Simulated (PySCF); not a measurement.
# doublet NH2: levels of theory compared

We compute a comparison of 6 runs (U-r2SCAN/6-31G, U-wB97X-V/6-31G, UB2PLYP/6-31G, UM06-2X/6-31G, NEVPT2(3,3)/6-31G, UCCSD(T)/6-31G) of doublet NH2. The job is set up through a Python script.

Program for the calculation: PySCF 2.14.0.

13 further runs of the same task are left out: 2 that didn't finish, 11 set aside as unsound or not needed.

### 1 The system as given

NH2 has 3 atoms, charge 0, and is taken as a doublet. SMILES of the parent species: `[NH2-]`. The shape is that of a PBE0-D4/def2-TZVPD optimisation. That shape belongs to the parent species and isn't relaxed for this state.

Bond lengths: N1–H2 1.027 Å, N1–H3 1.027 Å. Angles: H2–N1–H3 101.8°.

### 2 The energy at U-r2SCAN/6-31G (run 1)

Input file start.xyz:

```xyz
3
H2N
N      0.342200    -0.203000     0.168700
H      0.125500     0.801200     0.156000
H     -0.467700    -0.598200    -0.324700
```

Input file input.py:

```python
from pyscf import gto, dft

system = gto.M(
    atom='start.xyz',
    basis='6-31g',
    verbose=3,
    spin=1,
    max_memory=1860,
)

calc0 = dft.UKS(system, xc='r2scan')
calc0.conv_tol = 1e-10
calc0.grids.level = 5
calc0.kernel()
if not calc0.converged:
    calc0 = calc0.newton().run(calc0.mo_coeff, calc0.mo_occ)

etot = calc0.e_tot
print(f'total energy: {etot:.8f} hartree')
```

Launch:

```sh
OMP_NUM_THREADS=1 python input.py
```

The log of the run:

```text
converged SCF energy = -55.8172005245434  <S^2> = 0.7528054  2S+1 = 2.0028034
total energy: -55.81720052 hartree
```

Wall time 2.7 s (1 thread of Arm Neoverse V1, shared host); peak memory 0.17 GiB.

### 3 A single-point energy at U-wB97X-V/6-31G (run 2)

Input file input.py:

```python
from pyscf import gto, dft

mol = gto.Mole()
mol.atom = 'N 0.342200 -0.203000 0.168700; H 0.125500 0.801200 0.156000; H -0.467700 -0.598200 -0.324700'
mol.basis = '6-31g'
mol.verbose = 3
mol.max_memory = 1860
mol.spin = 1
mol.build()

mf = dft.UKS(mol)
mf.xc = 'wb97x-v'
mf.conv_tol = 1e-10
mf.grids.level = 5
mf.nlcgrids.level = 1
mf.kernel()
if not mf.converged:
    mf = mf.newton().run(mf.mo_coeff, mf.mo_occ)

etot = mf.e_tot
print('E(%s) = %.9f' % ('WB97X-V', etot))
```

Launch:

```sh
OMP_NUM_THREADS=1 python input.py
```

The log of the run:

```text
converged SCF energy = -55.8269317401655  <S^2> = 0.75203599  2S+1 = 2.002035
E(WB97X-V) = -55.826931740
```

It took 6 s on 1 thread of Arm Neoverse V1, shared host; peak memory 0.16 GiB.

Runs 3 to 4 aren't shown in full; the table further down has their settings and results.

### 4 A single-point energy at NEVPT2(3,3)/6-31G (run 5)

Input file run.py:

```python
import numpy
from pyscf import gto, scf, mp, mcscf, mrpt

system = gto.M(
    atom=[
    ('N', (0.342200, -0.203000, 0.168700)),
    ('H', (0.125500, 0.801200, 0.156000)),
    ('H', (-0.467700, -0.598200, -0.324700)),
],
    max_memory=1860,
    basis='6-31g',
    spin=1,
    verbose=3,
    charge=0,
)

mf = scf.ROHF(system)
mf.conv_tol = 1e-10
mf.kernel()
if not mf.converged:
    mf = mf.newton().run(mf.mo_coeff, mf.mo_occ)

pt = mp.MP2(scf.addons.convert_to_uhf(mf)).run()
noons, natorbs = mcscf.addons.make_natural_orbitals(pt)
print('natural occupations', numpy.round(noons[:40], 4))
cas = mcscf.CASSCF(mf, 3, 3)
cas.fix_spin_(ss=0.75)
cas.natorb = True
cas.kernel(natorbs)
e_pt2 = mrpt.NEVPT(cas).kernel()
e_tot = cas.e_tot + e_pt2
print('E = %.10f Eh' % e_tot)
```

Launch:

```sh
OMP_NUM_THREADS=1 python run.py
```

The log of the run:

```text
converged SCF energy = -55.5296234739843
E(UMP2) = -55.6178023160184  E_corr = -0.0881788420341365
E(SCS-UMP2) = -55.6201590003519  E_corr = -0.0905355263676271
natural occupations [1.9999e+00 1.9895e+00 1.9796e+00 1.9777e+00 9.9400e-01 1.9300e-02
 1.7700e-02 9.6000e-03 6.6000e-03 3.0000e-03 2.1000e-03 6.0000e-04
 4.0000e-04]
CASSCF energy = -55.5429363360952
CASCI E = -55.5429363360952  E(CI) = -3.40752043958857  S^2 = 0.7500000
Sr    (-1)',   E = -0.00503384763627
Si    (+1)',   E = -0.00000000001184
Sijrs (0)  ,   E = -0.02211842160456
Sijr  (+1) ,   E = -0.00148833468504
Srsi  (-1) ,   E = -0.01787651596368
Srs   (-2) ,   E = -0.00409953944115
Sij   (+2) ,   E = -0.00152689566051
Sir   (0)' ,   E = -0.02845240414423
Nevpt2 Energy = -0.080595959147283
E = -55.6235322952 Eh
```

It took 0.97 s on 1 thread of Arm Neoverse V1, shared host; peak memory 0.12 GiB.

### 5 A single-point energy at UCCSD(T)/6-31G (run 6)

Input file calc.py:

```python
from pyscf import gto, cc

mol = gto.Mole()
mol.atom = '''
N      0.342200    -0.203000     0.168700
H      0.125500     0.801200     0.156000
H     -0.467700    -0.598200    -0.324700
'''
mol.charge = 0
mol.spin = 1
mol.basis = '6-31g'
mol.max_memory = 1860
mol.verbose = 4
mol.build()

hf = mol.UHF()
hf.conv_tol = 1e-10
hf.kernel()
if not hf.converged:
    hf = hf.newton().run(hf.mo_coeff, hf.mo_occ)

mycc = cc.CCSD(hf, frozen=1)
mycc.kernel()
e_t = mycc.ccsd_t()
energy = mycc.e_tot + e_t
print('E(%s) = %.9f' % ('CCSD(T)', energy))
```

Launch:

```sh
OMP_NUM_THREADS=1 python calc.py
```

The log of the run:

```text
PySCF version 2.14.0

[... 79 lines left out ...]
converged SCF energy = -55.5317216484071  <S^2> = 0.75698212  2S+1 = 2.00697
[... 12 lines left out ...]
Init t2, MP2 energy = -0.0864373545814471
[... 12 lines left out ...]
UCCSD converged
[... 2 lines left out ...]
E(CCSD(T)) = -55.633607446
```

Wall time 0.99 s (1 thread of Arm Neoverse V1, shared host); peak memory 0.12 GiB.

### 6 The series

| run | level | nlc grid | frozen core orbitals | energy (Eh) | dipole moment (D) of the reference | HOMO energy (eV) | LUMO energy (eV) | wall time |
| --- | --- | --- | --- | --- | --- | --- | --- | --- |
| 1 | U-r2SCAN/6-31G | – | – | -55.817201 | 2.37 | -6.66 | -3.16 | 2.7 s |
| 2 | U-wB97X-V/6-31G | 1 | – | -55.826932 | 2.38 | -10.57 | 0.09 | 6 s |
| 3 | UB2PLYP/6-31G | – | 1 | -55.772104 | 2.39 | -9.54 | -0.07 | 2.1 s |
| 4 | UM06-2X/6-31G | – | – | -55.816406 | 2.40 | -9.48 | -1.02 | 2.8 s |
| 5 | NEVPT2(3,3)/6-31G | – | – | -55.623532 | 2.47 | – | – | 0.97 s |
| 6 | UCCSD(T)/6-31G | – | 1 | -55.633607 | 2.47 | -12.09 | 3.76 | 0.99 s |

### 7 What came out

| quantity | value |
| --- | --- |
| run 6: total energy | -55.63361 Eh |
| run 6: dipole moment (Hartree–Fock density) | 2.47 D |
| run 6: HOMO energy (Hartree–Fock orbitals) (highest over α and β) | -12.09 eV |
| run 6: LUMO energy (Hartree–Fock orbitals) (lowest over α and β) | 3.76 eV |
| run 6: correlation energy (1 core orbital frozen) | -101.9 mEh |
| run 6: (T) correction | -0.92 mEh |
| run 6: ⟨S²⟩ of the reference determinant | 0.757 |
| run 6: T1 diagnostic | 0.007 |

What this shows: Over runs 1, 2, 3, 4 the dipole moment (its size) runs from 2.37 D (U-r2SCAN/6-31G) to 2.40 D (UM06-2X/6-31G). Totals of different functionals can't be ranked against each other. All runs together took 16 s, the longest 6 s.
